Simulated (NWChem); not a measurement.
# doublet CH3NS+: levels of theory compared

We compute a comparison of 6 runs (UHF/STO-3G, UHF/3-21G, UB3LYP/6-31G*, UB3LYP/aug-cc-pVDZ, UPBE0/aug-cc-pVDZ) of doublet CH3NS+. 

The calculation is run with NWChem 7.3.0.

52 further runs of the same task are left out: 52 set aside as unsound or not needed. Runs told in other sessions of the task aren't counted.

## (1) Starting point

CH3NS+: 6 atoms, total charge +1, spin state doublet. SMILES of the parent species: `NC=S`. The coordinates come from a PBE0-D4/def2-TZVP relaxation. That shape belongs to the parent species and isn't relaxed for this state.

Bond lengths: N1–C2 1.334 Å, C2–S3 1.630 Å, N1–H4 1.007 Å, N1–H5 1.005 Å, C2–H6 1.092 Å. Angles: N1–C2–S3 126.0°, N1–C2–H6 112.7°, S3–C2–H6 121.3°, C2–N1–H4 119.2°, C2–N1–H5 121.6°, H4–N1–H5 119.2°.

## (2) A single-point energy at UHF/STO-3G (run 1)

Contents of ch3ns.xyz:

```xyz
6

N     -0.636300    -0.048520    -0.353380
C      0.513110     0.141070     0.297200
S      1.569440    -1.020450     0.735440
H     -0.905950    -0.983900    -0.612500
H     -1.239950     0.718840    -0.591650
H      0.699650     1.192950     0.524900
```

Contents of ch3ns.nw:

```
start ch3ns
memory 2200 mb
charge 1
geometry units angstroms noautosym nocenter noautoz
   load format xyz ch3ns.xyz
end
basis spherical bse
   N library STO-3G
   C library STO-3G
   S library STO-3G
   H library STO-3G
end
scf
   doublet
   uhf
   thresh 1e-08
   maxiter 80
   print low
end
task scf energy
```

Launch:

```bash
$ nwchem ch3ns.nw > ch3ns.out
```

What it wrote:

```text
[...]
  functions       =    22
[...]
  wavefunction    = UHF
[...]
         Total SCF energy =   -485.850557594144
      One electron energy =   -851.538486301811
      Two electron energy =    270.596091917648
 Nuclear repulsion energy =     95.091836790019
                       Sz =      0.5000
                 Sz(Sz+1) =      0.7500
                      S^2 =      0.7706
[...]
```

It took 2.7 s on 1 thread of Intel Xeon Platinum 8259CL at 2.50GHz (Skylake/Cascade Lake), shared host; peak memory 0.099 GiB.

## (3) The energy at UHF/3-21G (run 2)

Contents of work.xyz:

```xyz
6
CH3NS energy
N     -0.636300    -0.048520    -0.353380
C      0.513110     0.141070     0.297200
S      1.569440    -1.020450     0.735440
H     -0.905950    -0.983900    -0.612500
H     -1.239950     0.718840    -0.591650
H      0.699650     1.192950     0.524900
```

Contents of run.py:

```python
from ase.io import read
from ase.calculators.nwchem import NWChem

mol = read('work.xyz')

calc = NWChem(
    label='work',
    theory='scf',
    memory='2200 mb',
    basis='3-21G',
    basispar='spherical bse',
    charge=1,
    scf={'nopen': '1', 'uhf': None, 'thresh': '1e-08', 'maxiter': '80'},
    task='energy',
)
mol.calc = calc

print("Total energy (eV):", round(mol.get_potential_energy(), 6))
```

Launch:

```bash
$ export ASE_NWCHEM_COMMAND="nwchem PREFIX.nwi > PREFIX.nwo"
$ python run.py
```

What it wrote:

```text
Total energy (eV): -13301.403594
```

The calculator wrote work.nwi:

```
title "work"

permanent_dir work

scratch_dir work

start work

geometry units angstrom nocenter noautosym noautoz
  N  -6.3629999999999998e-01 -4.8520000000000001e-02 -3.5338000000000003e-01
  C  5.1310999999999996e-01 1.4107000000000000e-01 2.9720000000000002e-01
  S  1.5694399999999999e+00 -1.0204500000000001e+00 7.3543999999999998e-01
  H  -9.0595000000000003e-01 -9.8390000000000000e-01 -6.1250000000000004e-01
  H  -1.2399500000000001e+00 7.1884000000000003e-01 -5.9165000000000001e-01
  H  6.9964999999999999e-01 1.1929500000000000e+00 5.2490000000000003e-01
end

charge 1

memory 2200 mb

basis spherical bse noprint
   * library 3-21G
end

scf
  nopen 1
  uhf
  thresh 1e-08
  maxiter 80
end

task scf energy
```

work.nwo:

```text
Northwest Computational Chemistry Package (NWChem) 7.3.0
             --------------------------------------------------------

           Job information
           ---------------

    nwchem branch   = 7.3.0
    use scalapack   = T
    input           = work.nwi
    prefix          = work.
    data base       = work/work.db
    status          = startup
    nproc           =        1

           Memory information
           ------------------

    heap     =     72089596 doubles =      550.0 Mbytes
    stack    =     72089601 doubles =      550.0 Mbytes
    global   =    144179200 doubles =     1100.0 Mbytes (distinct from heap & stack)
    total    =    288358397 doubles =     2200.0 Mbytes
    verify   = yes
    hardfail = no

           Directory information
           ---------------------

  0 permanent = work
  0 scratch   = work

                                NWChem Input Module
                                -------------------

                                       work
                                       ----

[... 27 lines left out ...]
            Nuclear Dipole moment (a.u.)
[... 84 lines left out ...]
 1-e energy   =    -834.313812
[... 7 lines left out ...]
         Quadratically convergent UHF
[... 15 lines left out ...]
       Final UHF  results
[... 3 lines left out ...]
      One electron energy =   -853.448940889332
[... 1 line left out ...]
 Nuclear repulsion energy =     95.091836790019
[... 38 lines left out ...]
          Final beta eigenvalues
[... 206 lines left out ...]
                     UHF Final Beta Molecular Orbital Analysis
[... 216 lines left out ...]
   Mulliken analysis of the spin density
   -------------------------------------

    Atom       Charge   Shell Charges
 -----------   ------   -------------------------------------------------------
    1 N    7    -0.02   0.00  0.00 -0.01  0.00 -0.01
    2 C    6    -0.11  -0.00 -0.00 -0.04 -0.02 -0.04
    3 S   16     1.08   0.00  0.00  0.02  0.01  0.61  0.05  0.39
    4 H    1     0.00   0.00  0.00
    5 H    1     0.00   0.00  0.00
    6 H    1     0.05   0.02  0.02

       Multipole analysis of the density wrt the origin
       ------------------------------------------------

     L   x y z        total         alpha         beta         nuclear
     -   - - -        -----         -----         ----         -------
     0   0 0 0      1.000000    -16.000000    -15.000000     32.000000

     1   1 0 0      0.333470    -22.422602    -19.364692     42.120764
[... 8 lines of this table left out ...]
     2   0 0 2    -17.050762    -29.860478    -26.681924     39.491639

 Task  times  cpu:        2.8s     wall:        2.8s
 Total times  cpu:        2.8s     wall:        2.8s
```

Wall time 4.2 s (1 thread of Intel Xeon Platinum 8259CL at 2.50GHz (Skylake/Cascade Lake), shared host); peak memory 0.099 GiB.

Runs 3 to 4 aren't shown in full; the table further down has their settings and results.

## (4) A single-point energy at UB3LYP/aug-cc-pVDZ (run 5)

Contents of ch3ns.nw:

```
start ch3ns
title "CH3NS B3LYP"
memory stack 880 mb heap 220 mb global 1100 mb
charge 1
geometry units bohr noautosym nocenter noautoz
N  -1.20243273 -0.09168951 -0.66779142
C   0.96963737  0.26658366  0.56162660
S   2.96581177 -1.92837102  1.38978018
H  -1.71199738 -1.85930153 -1.15745725
H  -2.34316591  1.35841073 -1.11805646
H   1.32214688  2.25434878  0.99191724
end
basis spherical bse
* library aug-cc-pVDZ
end
dft
xc b3lyp
mult 2
grid fine
convergence energy 1e-08
maxiter 100
mulliken
end
task dft energy
```

Launch:

```bash
$ nwchem ch3ns.nw > ch3ns.out
```

What it wrote:

```text
[...]
          Wavefunction type:  spin polarized.
          No. of atoms     :     6
          No. of electrons :    31
[...]
          Charge           :     1
          Spin multiplicity:     2
[...]
          AO basis - number of functions:   100
[...]
              XC Information
              --------------
                         B3LYP Method XC Potential
                     Hartree-Fock (Exact) Exchange  0.200
                        Slater Exchange Functional  0.800 local
                    Becke 1988 Exchange Functional  0.720 non-local
              Lee-Yang-Parr Correlation Functional  0.810
                  VWN I RPA Correlation Functional  0.190 local
[...]
 d= 0,ls=0.0,diis     1   -492.4688647649 -5.88D+02  7.67D-03  2.61D-01     9.9
[...]
 d= 0,ls=0.0,diis    12   -492.5694005002 -2.48D-09  4.99D-07  2.62D-10    67.4
[...]
         Total DFT energy =     -492.569400500168
      One electron energy =     -857.090745820299
           Coulomb energy =      308.288776398573
    Exchange-Corr. energy =      -38.859261111479
 Nuclear repulsion energy =       95.091830033037
[...]
      Total Density - Mulliken Population Analysis
     ---------------------------------------------
    Atom       Charge   Shell Charges
 -----------   ------   -------------------------------------------------------
    1 N    7     6.75   2.01  0.74  0.70 -0.11  2.51  0.90  0.01  0.02 -0.03
    2 C    6     5.37   2.02  0.70  0.42  0.10  2.04  0.14 -0.02  0.10 -0.12
    3 S   16    15.50   2.00  2.05  0.99  0.97 -0.03  6.01  2.26  1.23 -0.01  0.07 -0.04
    4 H    1     1.04   0.76  0.27 -0.00  0.05 -0.03
    5 H    1     1.00   0.75  0.24 -0.01  0.05 -0.04
    6 H    1     1.34   0.75  0.54  0.04  0.03 -0.01
[...]
      <S2> =      0.7550 (Exact =     0.7500)
[...]
```

It took 68 s on 1 thread of Intel Xeon Platinum 8259CL at 2.50GHz (Skylake/Cascade Lake), shared host; peak memory 0.12 GiB.

## (5) A single-point energy at UPBE0/aug-cc-pVDZ (run 6)

Contents of ch3ns.nw:

```
echo
start ch3ns
title "CH3NS"
memory total 2200 mb
charge 1
geometry units angstroms noautosym nocenter noautoz
  N     -0.636300    -0.048520    -0.353380
  C      0.513110     0.141070     0.297200
  S      1.569440    -1.020450     0.735440
  H     -0.905950    -0.983900    -0.612500
  H     -1.239950     0.718840    -0.591650
  H      0.699650     1.192950     0.524900
end
basis "ao basis" spherical bse
  N library aug-cc-pVDZ
  C library aug-cc-pVDZ
  S library aug-cc-pVDZ
  H library aug-cc-pVDZ
end
dft
  xc pbe0
  mult 2
  grid fine
  convergence energy 1e-08
  maxiter 100
  mulliken
end
task dft energy
```

Launch:

```bash
$ nwchem ch3ns.nw > ch3ns.out
```

What it wrote:

```text
[...]
          Wavefunction type:  spin polarized.
          No. of atoms     :     6
          No. of electrons :    31
[...]
          Charge           :     1
          Spin multiplicity:     2
[...]
          AO basis - number of functions:   100
[...]
              XC Information
              --------------
                         PBE0 Method XC Functional
                     Hartree-Fock (Exact) Exchange  0.250
          PerdewBurkeErnzerhof Exchange Functional  0.750
            Perdew 1991 LDA Correlation Functional  1.000 local
           PerdewBurkeErnz. Correlation Functional  1.000 non-local
[...]
 d= 0,ls=0.0,diis     1   -492.2040419102 -5.87D+02  7.06D-03  2.52D-01     8.4
[...]
 d= 0,ls=0.0,diis    12   -492.3036935500 -4.34D-09  6.50D-07  1.29D-09    66.5
[...]
         Total DFT energy =     -492.303693550034
      One electron energy =     -857.084749686022
           Coulomb energy =      308.281627671824
    Exchange-Corr. energy =      -38.592408325855
 Nuclear repulsion energy =       95.091836790019
[...]
      Total Density - Mulliken Population Analysis
     ---------------------------------------------
    Atom       Charge   Shell Charges
 -----------   ------   -------------------------------------------------------
    1 N    7     6.94   2.01  0.73  0.74 -0.07  2.48  1.02  0.02  0.02 -0.02
    2 C    6     5.44   2.02  0.69  0.47  0.11  2.01  0.18 -0.01  0.10 -0.13
    3 S   16    15.47   2.00  2.04  0.97  1.03 -0.05  6.01  2.25  1.20 -0.02  0.07 -0.04
    4 H    1     0.99   0.75  0.22 -0.00  0.05 -0.03
    5 H    1     0.95   0.74  0.20 -0.01  0.05 -0.04
    6 H    1     1.21   0.74  0.43  0.03  0.03 -0.01
[...]
      <S2> =      0.7565 (Exact =     0.7500)
[...]
```

It took 67 s on 1 thread of Intel Xeon Platinum 8259CL at 2.50GHz (Skylake/Cascade Lake), shared host; peak memory 0.12 GiB.

## (6) All runs side by side

| run | level | iteration cap | module | energy (Eh) | ⟨S²⟩ | wall time |
| --- | --- | --- | --- | --- | --- | --- |
| 1 | UHF/STO-3G | 80 | scf | -485.850558 | 0.771 | 2.7 s |
| 2 | UHF/3-21G | 80 | scf | -488.817570 | 0.762 | 4.2 s |
| 3 | UB3LYP/6-31G* (spherical functions) | 100 | dft | -492.527998 | 0.754 | 34 s |
| 4 | UB3LYP/6-31G* (Cartesian functions) | 100 | dft | -492.532666 | 0.755 | 36 s |
| 5 | UB3LYP/aug-cc-pVDZ | 100 | dft | -492.569401 | 0.755 | 68 s |
| 6 | UPBE0/aug-cc-pVDZ | 100 | dft | -492.303694 | 0.756 | 67 s |

## (7) What came out

| quantity | value |
| --- | --- |
| run 6: total energy | -492.30369 Eh |
| run 6: HOMO energy (highest over α and β) | -14.09 eV |
| run 6: LUMO energy (lowest over α and β) | -10.92 eV |
| run 6: ⟨S²⟩ | 0.756 |

**Reading.** Totals of different functionals can't be ranked against each other. In run 1 the basis is minimal, so the values are rough. All runs together took 3.5 min, the longest 68 s.
